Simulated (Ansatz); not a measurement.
# H2P: rigid scan of one bond length

How does the energy of H2P change as one bond is stretched? Wanted for H2P: a rigid scan of one bond length. SMILES: [PH2].

Computed with Ansatz 0.2.0 through its Python package. Level of theory: r2SCAN0/def2-TZVP.

## (1) The system

Bond lengths: P1–H2 1.408 Å, P1–H3 1.408 Å. Angles: H2–P1–H3 109.5°.

The script reads h2p.xyz:

```xyz
3

P    -0.00190    0.54190    0.00000
H    -1.14850   -0.27510    0.00000
H     1.15040   -0.26680    0.00000
```

## (2) The script

scan.py reads:

```python
"""Stretching a bond of H2P, the rest held rigid."""

import ansatz as az
import matplotlib.pyplot as plt
import numpy as np

BASIS_SET = "def2-TZVP"
XC = "r2scan0"

molecule = az.Crystal.molecule_from_extxyz("h2p.xyz")

symbols = [site.symbol for site in molecule.cartesian_sites]
start = np.array([site.position_ang for site in molecule.cartesian_sites])
axis = (start[2] - start[0]) / np.linalg.norm(start[2] - start[0])
moving = [2]
lengths, energies = [1.239, 1.295, 1.351, 1.408, 1.464, 1.52, 1.577, 1.661], []
for length in lengths:
    xyz = start.copy()
    xyz[moving] += (length - np.linalg.norm(start[2] - start[0])) * axis
    point = az.Crystal.molecule()
    for symbol, place in zip(symbols, xyz):
        point = point.atom(symbol, place.tolist())
    calculation = point.calculation()
    calculation = calculation.basis(gaussian=BASIS_SET).functional(XC)
    calculation = calculation.spin("collinear", total=1)
    r = calculation.run(threads=1).report
    energies.append(r["free_energy_ev"])
    print(f"r = {length:6.3f} A  E = {energies[-1]:.5f} eV  <S^2> = {abs(r['mean_field']['state']['spin_squared']):.3f}")

# quartic fit about the minimum
fit = np.polynomial.Polynomial.fit(lengths, np.array(energies) - min(energies), 4).convert()
roots = [r.real for r in fit.deriv().roots() if abs(r.imag) < 1e-9 and fit.deriv(2)(r.real) > 0]
r_e = min(roots, key=lambda r: abs(r - lengths[int(np.argmin(energies))]))
print(f"minimum of the fit at {r_e:.4f} A, force constant {fit.deriv(2)(r_e):.2f} eV/A^2")
plt.figure(figsize=(4.5, 3))
plt.plot(lengths, np.array(energies) - min(energies), "o-")
plt.xlabel("bond length (A)")
plt.ylabel("E - E(min) (eV)")
plt.tight_layout()
plt.savefig("scan.png", dpi=100)
```

## (3) What the engine is handed

The engine receives this input (first run):

```yaml
crystal:
  periodic: [false, false, false]
  atoms:
    - { symbol: P, position_ang: [-0.0019, 0.5419, 0.0] }
    - { symbol: H, position_ang: [-1.1485, -0.2751, 0.0] }
    - { symbol: H, position_ang: [1.0122634262736492, -0.169853851277879, 0.0] }
basis:
  gaussian:
    orbitals: def2-TZVP
hamiltonian:
  xc: r2scan0
magnetization:
  spin_polarized: true
  initial_magnetization: 1.0
```

## (4) Launch

Launch:

```bash
$ python scan.py
```

**Question.** What results will this script give? Wanted: range of energy; lowest point, distance.

**Answer**, as computed:

```
                        quantity     value
bond length at the fit's minimum  1.4132 Å
                   runs compared         8
                 range of energy  0.451 eV
      lowest point, distance (Å)      1.41
```

In words: The curve has its lowest point inside the range, at 1.41. The ends stand 0.439 and 0.451 eV above it. The distance scanned is the script's pair 0, 2. What to keep in mind:
- The rest of the molecule is held rigid at a force-field or estimated start geometry, and the basis set is modest; single-reference methods fail as a bond breaks.
- The species is open-shell (spin multiplicity 2).
